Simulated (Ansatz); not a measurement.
```yaml
crystal:
  periodic: [false, false, false]
  atoms:
    - {symbol: N, position_ang: [-0.219423, -1.021428, -0.078174]}
    - {symbol: Si, position_ang: [0.142157, 0.710105, -0.097312]}
    - {symbol: H, position_ang: [-0.950704, -1.479349, -0.103180]}
    - {symbol: H, position_ang: [0.394955, -1.503414, 0.594603]}
    - {symbol: H, position_ang: [-0.636369, 1.094429, -1.224317]}
    - {symbol: H, position_ang: [-0.465719, 1.358018, 1.189691]}
    - {symbol: H, position_ang: [1.523349, 0.808687, -0.103838]}
basis:
  gaussian: {orbitals: def2-TZVPP}
magnetization: {spin_polarized: true, initial_magnetization: 0}
hamiltonian: {xc: {name: revPBE0}, dispersion: d4}
accuracy: high
```

```sh
$ ansatz run in.yaml --threads 4 --pin off --events-out ev --progress --plain --max-ram 10444MiB
```

Output, abridged:

```
Functional definition: revPBE0
2473 factors; integrals over basis functions are off by at most 3.5e-9 eV
mean field evaluation 1: about -9440.7291 eV, gradient 4.2e1 eV
mean field evaluation 2: about -9431.0885 eV, gradient 5.9e1 eV
mean field evaluation 4: about -9447.2375 eV, gradient 9.0e-1 eV
mean field evaluation 8: about -9447.2664 eV, gradient 2.9e-2 eV
mean field evaluation 16: about -9447.2664 eV, gradient 8.3e-6 eV
mean field -9447.26640776 eV, -347.1806368980 hartree, gradient 3.2e-8 eV, S^2 0.000000; 0 other end points of the search recorded, 0 dependent functions left out
reference -9447.26641113 eV, -347.1806370217 hartree; 13, 13 occupied and 130, 130 virtual orbitals, 2473 factors
Total energy: -9447.47569613 eV, -347.1883281037 hartree
```

Run time 3.9 s (4 threads of an Arm Neoverse V2 on a shared host); peak host memory 0.61 GiB.
